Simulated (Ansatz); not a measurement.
# C2H3Cl2F (1,1-dichloro-1-fluoroethane) at BHLYP/6-31G(d) (spherical functions)

Aim: the vertical ionisation energy of C2H3Cl2F (1,1-dichloro-1-fluoroethane) at BHLYP/6-31G* (spherical functions), from 2 runs. 

The results are computed with Ansatz 0.2.0.

69 further runs of the same task are left out: 1 that didn't finish, 68 set aside as unsound or not needed.

## 1. The structure to begin with

C2H3Cl2F: 8 atoms, total charge 0, spin state singlet. SMILES: `CC(F)(Cl)Cl`. Geometry: relaxed at PBE0-D4/def2-TZVP.

Bond lengths: C1–C2 1.502 Å, C2–F3 1.348 Å, C2–Cl4 1.776 Å, C2–Cl5 1.776 Å, C1–H6 1.091 Å, C1–H7 1.091 Å, C1–H8 1.088 Å. Some angles: C1–C2–F3 110.1°, C1–C2–Cl4 111.1°, C1–C2–Cl5 111.1°, F3–C2–Cl4 107.6°, F3–C2–Cl5 107.6°, Cl4–C2–Cl5 109.3°, C2–C1–H6 108.9°, C2–C1–H7 108.9°, C2–C1–H8 110.1°, H6–C1–H7 109.8°.

## 2. A single-point energy at BHLYP/6-31G(d) (spherical functions)

Contents of in.yaml:

```yaml
basis:
  gaussian:
    orbitals: 6-31G_st_-spherical.json
crystal:
  periodic: [false, false, false]
  atoms:
    - {symbol: C, position_ang: [-0.133500, -0.505900, 0.646300]}
    - {symbol: C, position_ang: [0.199400, 0.391300, -0.511300]}
    - {symbol: F, position_ang: [1.523600, 0.643200, -0.537400]}
    - {symbol: Cl, position_ang: [-0.232400, -0.372700, -2.055900]}
    - {symbol: Cl, position_ang: [-0.641100, 1.950200, -0.373000]}
    - {symbol: H, position_ang: [0.163400, -0.011800, 1.572000]}
    - {symbol: H, position_ang: [0.414900, -1.442000, 0.535900]}
    - {symbol: H, position_ang: [-1.202100, -0.709300, 0.667600]}
hamiltonian:
  xc: {name: BHLYP}
accuracy: high
output: {orbitals: {seedname: orbitals}}
```

The basis set 6-31G* is read from a file made from the Basis Set Exchange's data (not shown).

Run with:

```sh
ansatz run in.yaml --threads 1 --pin off --max-ram 3480MiB --events-out events.jsonl --progress --plain --runs-dir runs
```

Output:

```text
Warning: RAYON_NUM_THREADS=1 ignored (pool sized by the plan → 1); use --threads N
Functional definition: BHLYP
  name "BHLYP"
  parameter a = 0.5
  exchange = (1 - a)*b88_x + a*exact_x
  correlation = lyp_c
1944 factors; integrals over basis functions are off by at most 3.8e-9 eV
mean field evaluation 1: about -29878.4796 eV, gradient 3.5e1 eV
mean field evaluation 2: about -29878.8249 eV, gradient 3.5e1 eV
mean field evaluation 4: about -29881.0075 eV, gradient 1.3e0 eV
mean field evaluation 8: about -29881.5168 eV, gradient 1.8e-1 eV
mean field evaluation 16: about -29881.5170 eV, gradient 6.0e-5 eV
mean field -29881.51699622 eV, -1098.1254951913 hartree, gradient 9.0e-8 eV, S^2 0.000000; 0 other end points of the search recorded, 0 dependent functions left out
reference -29881.51701974 eV, -1098.1254960556 hartree; 29, 29 occupied and 55, 55 virtual orbitals, 1944 factors
Total energy: -29881.51701974 eV, -1098.1254960556 hartree
```

It took 9 s on 1 thread of Arm Neoverse V2, shared host; peak memory 0.3 GiB.

## 3. The doublet cation, same level

Contents of molecule.yaml:

```yaml
crystal:
  periodic: [false, false, false]
  atoms:
    - {symbol: C, position_ang: [-0.133500, -0.505900, 0.646300]}
    - {symbol: C, position_ang: [0.199400, 0.391300, -0.511300]}
    - {symbol: F, position_ang: [1.523600, 0.643200, -0.537400]}
    - {symbol: Cl, position_ang: [-0.232400, -0.372700, -2.055900]}
    - {symbol: Cl, position_ang: [-0.641100, 1.950200, -0.373000]}
    - {symbol: H, position_ang: [0.163400, -0.011800, 1.572000]}
    - {symbol: H, position_ang: [0.414900, -1.442000, 0.535900]}
    - {symbol: H, position_ang: [-1.202100, -0.709300, 0.667600]}
basis:
  gaussian: {orbitals: 6-31G_st_-spherical.json}
hamiltonian: {xc: {name: BHLYP}}
total_charge: 1
accuracy: high
magnetization: {spin_polarized: true, initial_magnetization: 1}
output: {orbitals: {seedname: orbitals}}
```

The basis set 6-31G* is read from a file made from the Basis Set Exchange's data (not shown).

Run with:

```sh
ansatz run molecule.yaml --threads 1 --pin off --max-ram 3480MiB --events-out events.jsonl --progress --plain --runs-dir runs
```

Output:

```text
Warning: RAYON_NUM_THREADS=1 ignored (pool sized by the plan → 1); use --threads N
[... 5 set-up lines as earlier in the session ...]
1945 factors; integrals over basis functions are off by at most 3.9e-9 eV
mean field evaluation 1: about -29865.3151 eV, gradient 3.5e1 eV
mean field evaluation 2: about -29865.4006 eV, gradient 3.7e1 eV
mean field evaluation 4: about -29870.0157 eV, gradient 1.4e0 eV
mean field evaluation 8: about -29870.0845 eV, gradient 9.3e-2 eV
mean field evaluation 16: about -29870.0850 eV, gradient 5.5e-3 eV
mean field evaluation 32: about -29870.0850 eV, gradient 1.4e-5 eV
mean field evaluation 64: about -29869.9823 eV, gradient 9.3e-1 eV
mean field -29870.08500786 eV, -1097.7053773682 hartree, gradient 7.9e-8 eV, S^2 0.760868; 6 other end points of the search recorded, 0 dependent functions left out
reference -29870.08503108 eV, -1097.7053782214 hartree; 29, 28 occupied and 55, 56 virtual orbitals, 1945 factors
Total energy: -29870.08503108 eV, -1097.7053782214 hartree
```

Run time: 39 s. Hardware: 1 thread of Arm Neoverse V2, shared host; peak memory 0.45 GiB.

## 4. Summary of results

Level: BHLYP/6-31G* (spherical functions).

```
                                          quantity           value
                    singlet C2H3Cl2F: total energy  -1098.12550 Eh
                     singlet C2H3Cl2F: HOMO energy       -10.12 eV
                     singlet C2H3Cl2F: LUMO energy         1.12 eV
                   singlet C2H3Cl2F: HOMO–LUMO gap        11.23 eV
                      doublet cation: total energy  -1097.70538 Eh
doublet cation: HOMO energy (highest over α and β)       -16.66 eV
 doublet cation: LUMO energy (lowest over α and β)       -12.74 eV
                              doublet cation: ⟨S²⟩           0.761
vertical ionisation energy (to the doublet cation)       11.432 eV
```

What this shows: Removing an electron at fixed nuclei costs 11.43 eV (264 kcal/mol). The negative HOMO energy of the first species, 10.12 eV, lies 1.31 eV below that difference.
